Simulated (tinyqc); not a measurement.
Worked calculation: FCI on RHF in the sto-3g basis, frozen core, for LiH, spin multiplicity 1. Computed by tinyqc, a small Python program that keeps every step (integrals from PySCF). Settings: charge = 0, multiplicity = 1, basis = sto-3g, method = RHF, frozen orbitals = 1, energy threshold = 1e-10, iteration cap = 58, orthogonalisation = symmetric, start = atomic densities, DIIS depth = 6, ci = FCI, davidson = 1. Command: `OMP_NUM_THREADS=1 python tinyqc.py 23161 23162 out.jsonl` (the two numbers bound the seeds that draw the settings). One thread of a shared host (Intel(R) Xeon(R) Processor @ 2.60GHz), about 0.2 s of CPU time with the checks. The early iterations of the SCF are left out here.

## One-electron integrals

Geometry (angstrom):
```
atom         x         y         z
Li    0.000000  0.000000  0.000000
H     0.000000  0.000000  1.478000
```

Basis sto-3g: exponents (1/bohr^2) and contraction coefficients of normalised primitives:
```
element  l (shell)   exponent  coefficient
Li           s (1)  16.119575     0.154329
Li           s (1)   2.936201     0.535328
Li           s (1)   0.794651     0.444635
Li           s (2)   0.636290    -0.099967
Li           s (2)   0.147860     0.399513
Li           s (2)   0.048089     0.700115
Li           p (3)   0.636290     0.155916
Li           p (3)   0.147860     0.607684
Li           p (3)   0.048089     0.391957
H            s (1)   3.425251     0.154329
H            s (1)   0.623914     0.535328
H            s (1)   0.168855     0.444635
```

Overlap, kinetic and nuclear-attraction integrals over the contracted functions; the nuclear repulsion is the sum of Za Zb / Rab.

nuclear repulsion = 1.07410801 hartree

overlap S, lower triangle:
```
           1Li 1s    1Li 2s   1Li 2px   1Li 2py   1Li 2pz     2H 1s
1Li 1s   1.000000
1Li 2s   0.241137  1.000000
1Li 2px  0.000000  0.000000  1.000000
1Li 2py  0.000000  0.000000  0.000000  1.000000
1Li 2pz  0.000000  0.000000  0.000000  0.000000  1.000000
2H 1s    0.086180  0.425751  0.000000  0.000000  0.533502  1.000000
```

kinetic energy T (hartree), lower triangle:
```
            1Li 1s    1Li 2s   1Li 2px   1Li 2py   1Li 2pz     2H 1s
1Li 1s    3.576786
1Li 2s   -0.020237  0.102163
1Li 2px   0.000000  0.000000  0.319682
1Li 2py   0.000000  0.000000  0.000000  0.319682
1Li 2pz   0.000000  0.000000  0.000000  0.000000  0.319682
2H 1s    -0.017285  0.050569  0.000000  0.000000  0.148174  0.760032
```

nuclear attraction V (hartree), lower triangle:
```
            1Li 1s     1Li 2s    1Li 2px    1Li 2py    1Li 2pz      2H 1s
1Li 1s   -8.340917
1Li 2s   -1.050664  -1.511608
1Li 2px   0.000000   0.000000  -1.467178
1Li 2py   0.000000   0.000000   0.000000  -1.467178
1Li 2pz  -0.018848  -0.128582   0.000000   0.000000  -1.570473
2H 1s    -0.376850  -0.822332   0.000000   0.000000  -1.046203  -2.295943
```

core Hamiltonian H = T + V (hartree), lower triangle:
```
            1Li 1s     1Li 2s    1Li 2px    1Li 2py    1Li 2pz      2H 1s
1Li 1s   -4.764131
1Li 2s   -1.070901  -1.409445
1Li 2px   0.000000   0.000000  -1.147497
1Li 2py   0.000000   0.000000   0.000000  -1.147497
1Li 2pz  -0.018848  -0.128582   0.000000   0.000000  -1.250792
2H 1s    -0.394136  -0.771763   0.000000   0.000000  -0.898030  -1.535911
```

## Two-electron integrals

Functions are numbered as in S; the eight-fold symmetry (ij|kl) = (ji|kl) = (kl|ij) leaves the list below.

Two-electron integrals (ij|kl) in chemists' order, unique and non-zero (hartree):
```
(11|11) 1.680395   (21|11) 0.265420   (21|21) 0.049941   (22|11) 0.397727
(22|21) 0.092860   (22|22) 0.290562   (31|31) 0.008981   (32|31) 0.013788
(32|32) 0.064184   (33|11) 0.396640   (33|21) 0.092880   (33|22) 0.290497
(33|33) 0.312946   (41|41) 0.008981   (42|41) 0.013788   (42|42) 0.064184
(43|43) 0.016869   (44|11) 0.396640   (44|21) 0.092880   (44|22) 0.290497
(44|33) 0.279207   (44|44) 0.312946   (51|51) 0.008981   (52|51) 0.013788
(52|52) 0.064184   (53|53) 0.016869   (54|54) 0.016869   (55|11) 0.396640
(55|21) 0.092880   (55|22) 0.290497   (55|33) 0.279207   (55|44) 0.279207
(55|55) 0.312946   (61|11) 0.092779   (61|21) 0.017525   (61|22) 0.033039
(61|33) 0.032649   (61|44) 0.032649   (61|51) 0.002071   (61|52) 0.003947
(61|55) 0.033836   (61|61) 0.006720   (62|11) 0.170752   (62|21) 0.040115
(62|22) 0.127469   (62|33) 0.121539   (62|44) 0.121539   (62|51) 0.006580
(62|52) 0.035953   (62|55) 0.139196   (62|61) 0.016666   (62|62) 0.086211
(63|31) 0.003665   (63|32) 0.015801   (63|53) 0.005917   (63|63) 0.007137
(64|41) 0.003665   (64|42) 0.015801   (64|54) 0.005917   (64|64) 0.007137
(65|11) 0.198655   (65|21) 0.047261   (65|22) 0.156273   (65|33) 0.146055
(65|44) 0.146055   (65|51) 0.010299   (65|52) 0.054967   (65|55) 0.176510
(65|61) 0.020653   (65|62) 0.116940   (65|65) 0.161923   (66|11) 0.355799
(66|21) 0.085184   (66|22) 0.292518   (66|33) 0.267771   (66|44) 0.267771
(66|51) 0.017362   (66|52) 0.109098   (66|55) 0.341488   (66|61) 0.037506
(66|62) 0.241298   (66|65) 0.341794   (66|66) 0.774606
```

## Orthogonalisation

S = U s U^T; symmetric (Loewdin) form X = U s^(-1/2) U^T, so that X^T S X = 1.

eigenvalues of S: 0.314079  0.797369  1.000000  1.000000  1.164442  1.724110

X, lower triangle:
```
            1Li 1s     1Li 2s   1Li 2px   1Li 2py    1Li 2pz     2H 1s
1Li 1s    1.022964
1Li 2s   -0.125878   1.129631
1Li 2px   0.000000   0.000000  1.000000
1Li 2py   0.000000   0.000000  0.000000  1.000000
1Li 2pz  -0.000863   0.133488  0.000000  0.000000   1.166767
2H 1s    -0.003059  -0.313575  0.000000  0.000000  -0.392448  1.273155
```

## Iteration 8 (converged): orbitals

converged F (hartree), lower triangle:
```
            1Li 1s     1Li 2s   1Li 2px   1Li 2py    1Li 2pz      2H 1s
1Li 1s   -2.343810
1Li 2s   -0.640027  -0.232304
1Li 2px   0.000000   0.000000  0.163670
1Li 2py   0.000000   0.000000  0.000000  0.163670
1Li 2pz   0.013268  -0.113792  0.000000  0.000000  -0.012695
2H 1s    -0.234356  -0.288561  0.000000  0.000000  -0.242506  -0.175268
```

Diagonalise F' = X^T F X, C = X C', fill 2 alpha and 2 beta electrons from the bottom; D = 2 C_occ C_occ^T. Each column has its largest component positive (the first on a tie).

F' = X^T F X (hartree), lower triangle:
```
           1          2         3         4          5         6
1  -2.290348
2  -0.346500   0.002453
3   0.000000   0.000000  0.163670
4   0.000000   0.000000  0.000000  0.163670
5   0.031599   0.028384  0.000000  0.000000   0.168417
6  -0.066358  -0.292275  0.000000  0.000000  -0.331421  0.136446
```

orbital energies (hartree): MO1 -2.346539, MO2 -0.295309, MO3 0.079129, MO4 0.163670, MO5 0.163670, MO6 0.579687

coefficients C:
```
               MO1        MO2        MO3       MO4        MO5        MO6
1Li 1s    0.991069  -0.176394  -0.208323  0.000000   0.000000   0.074702
1Li 2s    0.031785   0.443942   0.802004  0.000000   0.000000  -0.752831
1Li 2px   0.000000   0.000000   0.000000  0.194083   0.980985   0.000000
1Li 2py   0.000000   0.000000   0.000000  0.980985  -0.194083   0.000000
1Li 2pz  -0.007422   0.350312  -0.612761  0.000000   0.000000  -1.017316
2H 1s     0.007716   0.543155  -0.132618  0.000000   0.000000   1.249245
```

D after iteration 8, lower triangle:
```
            1Li 1s    1Li 2s   1Li 2px   1Li 2py   1Li 2pz     2H 1s
1Li 1s    2.026664
1Li 2s   -0.093615  0.396189
1Li 2px   0.000000  0.000000  0.000000
1Li 2py   0.000000  0.000000  0.000000  0.000000
1Li 2pz  -0.138296  0.310564  0.000000  0.000000  0.245547
2H 1s    -0.176324  0.482749  0.000000  0.000000  0.380433  0.590154
```

Within a degenerate level the vectors are fixed only up to a rotation; this is one choice.

## Convergence

Stop when the energy changes by less than 1e-10 hartree and every element of the error matrix X^T (F D S - S D F) X is below 3e-06.

Course of the cycle:
```
iteration  E (hartree)     change  largest element of the error matrix
1          -7.67553963          -                             2.12e-01
2          -7.85511727  -1.80e-01                             7.43e-02
3          -7.86209521  -6.98e-03                             1.86e-02
4          -7.86299011  -8.95e-04                             5.30e-03
5          -7.86315133  -1.61e-04                             2.30e-04
6          -7.86315151  -1.82e-07                             1.56e-05
7          -7.86315151  -5.81e-10                             7.80e-07
8          -7.86315151  -1.04e-12                             1.10e-07
```

PySCF RHF in the same basis = -7.86315151 hartree

Converged in 8 iterations.

## Integrals over molecular orbitals

(pq|rs) = sum C_ip C_jq C_kr C_ls (ij|kl), one index at a time.

one-electron integrals over orbitals h = C^T H C (hartree), lower triangle:
```
           1          2          3          4          5          6
1  -4.754430
2   0.110636  -1.540981
3   0.168423   0.036198  -1.134131
4   0.000000   0.000000   0.000000  -1.147497
5   0.000000   0.000000   0.000000   0.000000  -1.147497
6  -0.023305  -0.090563   0.032698   0.000000   0.000000  -0.929833
```

Two-electron integrals over orbitals (pq|rs), unique and non-zero (hartree); the lowest 1 orbital is frozen and left out:
```
(22|22) 0.495826    (32|22) -0.046585   (32|32) 0.011955    (33|22) 0.227331
(33|32) 0.005871    (33|33) 0.338986    (42|42) 0.024115    (43|42) 0.019201
(43|43) 0.041329    (44|22) 0.276246    (44|32) 0.004515    (44|33) 0.282261
(44|44) 0.312946    (52|52) 0.024115    (53|52) 0.019201    (53|53) 0.041329
(54|54) 0.016869    (55|22) 0.276246    (55|32) 0.004515    (55|33) 0.282261
(55|44) 0.279207    (55|55) 0.312946    (62|22) 0.133509    (62|32) -0.033272
(62|33) -0.008735   (62|44) -0.009662   (62|55) -0.009662   (62|62) 0.122774
(63|22) -0.050863   (63|32) 0.008248    (63|33) 0.036069    (63|44) 0.001237
(63|55) 0.001237    (63|62) -0.030896   (63|63) 0.026293    (64|42) -0.019487
(64|43) -0.013884   (64|64) 0.019396    (65|52) -0.019487   (65|53) -0.013884
(65|65) 0.019396    (66|22) 0.458001    (66|32) -0.041897   (66|33) 0.242132
(66|44) 0.269506    (66|55) 0.269506    (66|62) 0.141769    (66|63) -0.043435
(66|66) 0.456676
```

## FCI: determinants and Hamiltonian

one-electron integrals dressed by the frozen orbital, h + 2 (pq|11) - (p1|1q) (hartree), lower triangle:
```
           2          3          4          5          6
2  -0.791134
3   0.046585  -0.363578
4   0.000000   0.000000  -0.364706
5   0.000000   0.000000   0.000000  -0.364706
6  -0.133509   0.068455   0.000000   0.000000  -0.213540
```

energy of the frozen orbital, 2 h_11 + (11|11) = -7.85081661 hartree

Hartree-Fock energy = -7.86315151 hartree

Slater-Condon rules over spin orbitals, with the nuclear repulsion and the energy of the frozen orbital added and E(HF) subtracted on the diagonal. Only determinants linked to the reference directly or through others are kept (one block of an abelian symmetry group), so some states are absent.

Occupation strings over the orbitals (2 doubly, a alpha, b beta, 0 empty; spin orbitals ordered 1a 1b 2a 2b ...): 220000 2ab000 2a000b 2ba000 2b000a 202000 20a00b 200200 200020 20b00a 200002

H - E(HF) between determinants (hartree), lower triangle:
```
           220000     2ab000     2a000b     2ba000     2b000a     202000     20a00b    200200
220000   0.000000
2ab000   0.000000   0.159062
2a000b   0.000000   0.017591   0.539769
2ba000   0.000000  -0.011955   0.033272   0.159062
2b000a   0.000000   0.033272  -0.122774   0.017591   0.539769
202000   0.011955   0.052456   0.008248  -0.052456  -0.008248   0.698273
20a00b  -0.033272   0.008248   0.004688   0.142243   0.030896   0.104523   0.751457
200200   0.024115   0.019201  -0.019487  -0.019201   0.019487   0.041329  -0.013884  0.669976
200020   0.024115   0.019201  -0.019487  -0.019201   0.019487   0.041329  -0.013884  0.016869
20b00a   0.033272   0.142243   0.030896   0.008248   0.004688  -0.104523  -0.026293  0.013884
200002   0.122774  -0.030896   0.008261   0.030896  -0.008261   0.026293   0.025020  0.019396

          200020     20b00a    200002
200020  0.669976
20b00a  0.013884   0.751457
200002  0.019396  -0.025020  1.116038
```

## FCI: roots

Diagonalise (each vector has its largest component positive (the first on a tie)); all determinants have Ms = 0, so triplets appear too. The lowest singlet root is the correlation energy.

lowest roots of this matrix, relative to E(HF) (hartree): -0.018512  0.104846  0.121009  0.416181  0.563021  0.653106  0.670333  0.744202

lowest vectors:
```
           root 1     root 2     root 3     root 4
220000   0.988949   0.000000  -0.066986   0.000000
2ab000   0.035038   0.682416   0.673408   0.068036
2a000b   0.002871  -0.092931   0.027743   0.694673
2ba000  -0.035038   0.682416  -0.673408   0.068036
2b000a  -0.002871  -0.092931  -0.027743   0.694673
202000  -0.030118   0.000000  -0.179117   0.000000
20a00b   0.053589  -0.160225   0.160910  -0.113139
200200  -0.028775   0.000000  -0.021572   0.000000
200020  -0.028775   0.000000  -0.021572   0.000000
20b00a  -0.053589  -0.160225  -0.160910  -0.113139
200002  -0.105833   0.000000   0.047106   0.000000
```

<S^2> of these roots: 0.000000  2.000000  0.000000  2.000000  0.000000  0.000000  0.000000  0.000000

weight of the ground state by excitation level 0, 1, 2, ...: 0.978021  0.002472  0.019507

## The lowest root by the Davidson method

Start from the reference; add the residual divided by (theta - H_ii), orthogonalised, at each step.

Davidson iterations:
```
iteration  subspace  lowest Ritz value (hartree)  residual norm
1                 1                            0       1.36e-01
2                 2                  -0.01803196       1.05e-02
3                 3                  -0.01841724       7.96e-03
4                 4                  -0.01850968       1.19e-03
5                 5                  -0.01851199       1.71e-04
6                 6                  -0.01851203       5.02e-06
7                 7                  -0.01851203       6.18e-17
```
